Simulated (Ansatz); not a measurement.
Ansatz (a quantum-chemistry and plane-wave program) input (RI-MP2/def2-QZVPP):
A basis named .json is the Basis Set Exchange file of that set.

Ansatz 0.2 input:
```yaml
crystal:
  periodic: [false, false, false]
  atoms:
    - {symbol: O, position_ang: [-0.00000000, -0.00000000, -0.60212663]}
    - {symbol: O, position_ang: [0.00000000, 0.00000000, 0.60212663]}
basis:
  gaussian:
    orbitals: def2-QZVPP.json
    fitting: {mean_field: def2-universal-jkfit, correlation: def2-QZVPP-RIFIT.json}
magnetization: {spin_polarized: true, initial_magnetization: 2}
correlation: {method: mp2, electrons: outside_noble_gas}
```

Output:

```
Functional definition: HF
integrals: 0.03 GiB planned
154 factors; integrals over basis functions are off by at most 1.2e0 eV
282 factors; integrals over basis functions are off by at most 6.1e-1 eV
mean field: 0.15 GiB planned
mean field evaluation 1: about -4072.4997 eV, gradient 1.4e1 eV
mean field evaluation 2: about -4073.1852 eV, gradient 4.5e0 eV
mean field evaluation 4: about -4073.2794 eV, gradient 4.3e-1 eV
mean field evaluation 8: about -4071.5882 eV, gradient 8.9e0 eV
mean field evaluation 16: about -4073.2683 eV, gradient 3.2e-1 eV
mean field -4073.28111288 eV, -149.6903199293 hartree, gradient 2.3e-6 eV, S^2 2.047585; 2 other end points of the search recorded, 0 dependent functions left out
2 core orbitals not correlated
reference -4073.28111288 eV, -149.6903199293 hartree; 7, 5 occupied and 105, 107 virtual orbitals, 282 factors
second order -12.65970780 eV of doubles, -0.00000000 eV of singles
Total energy: -4085.94082068 eV, -150.1555556099 hartree
```
